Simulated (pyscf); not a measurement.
Single points on ωB97X-D3(BJ)/def2-SVP structures (PySCF, gas phase).

Task: Estimate the classical barrier height and the reaction energy of `[GeH4]` + `[H][H]` + `[CH]#[CH]` → `[GeH4]` + `[CH2]=[CH2]` at PBE0-D3(BJ)/def2-TZVP. The step runs on the singlet surface, breaks Ge–H, H–H and forms Ge–H, C–H, C–H; take the separated reactants as zero.

Result: ΔE‡ = 28.7 kcal/mol, ΔE = -55.7 kcal/mol. ωB97M-D3(BJ)/def2-TZVP gives 38.8 kcal/mol and -51.1 kcal/mol. Zero-point energy shifts the barrier by +2.9 kcal/mol. It is a multi-bond step, with an imaginary mode of 1309i cm⁻¹. One saddle was located; it need not be the lowest between these sides. Elements up to Kr have no core potential and no relativistic terms here.
